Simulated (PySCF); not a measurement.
Species: CH3F.
Geometry (PBE0-D3(BJ)/def2-SVP, Å), atoms numbered from 1 in this order:
```
atom  x, y, z in Å
C1    -0.0169    0.0194    0.0262
F2     1.3284   -0.1190   -0.1408
H3    -0.2923   -0.1986    1.0716
H4    -0.3240    1.0506   -0.2164
H5    -0.5536   -0.6786   -0.6378
```

The calculation used PBE0-D3(BJ)/def2-SVP geometry optimisation, gas phase (PySCF 2.14.0).

Take the most abundant isotopes and a rigid rotor. 

Give the principal moments of inertia and the rotational constants in cm⁻¹.

Ia = 3.25, Ib = 19.33, Ic = 19.33 u·Å²; 505379 MHz·u·Å²/I gives 155713, 26142 and 26142 MHz, that is A = 5.19403, B = 0.87200, C = 0.87199 cm⁻¹.

What kind of rotor is it?

A prolate symmetric top, as the point group C3v requires two equal moments. Ray's parameter κ = (2B − A − C)/(A − C) = -1.000; −1 is the prolate and +1 the oblate limit.

Where do the R-branch lines fall?

The dipole of 1.74 D lies along the symmetry axis, so ΔK = 0 and J+1 ← J falls at 2B(J+1) for every K: 52.28 GHz, 104.57 GHz, 156.85 GHz, 209.13 GHz, 261.42 GHz for J = 0 to 4.

Estimate the classical rotational partition function at 100 K, 200 K and 500 K.

Point group C3v, symmetry number σ = 3; q = (√π/σ)·√((kT/h)³/(ABC)), k/h = 20836.6 MHz/K: 172 at 100 K, 487 at 200 K, 1930 at 500 K.

Not checked by PBE0-D3(BJ)/def2-SVP frequencies. Zero-point vibration and centrifugal distortion are left out.

Time: 1.3 s of wall time; peak memory 0.25 GiB. Hardware: one thread of an Arm Neoverse V1, shared host with 64 logical CPUs at a one-minute load of 25. That covers the optimisation of the geometry.
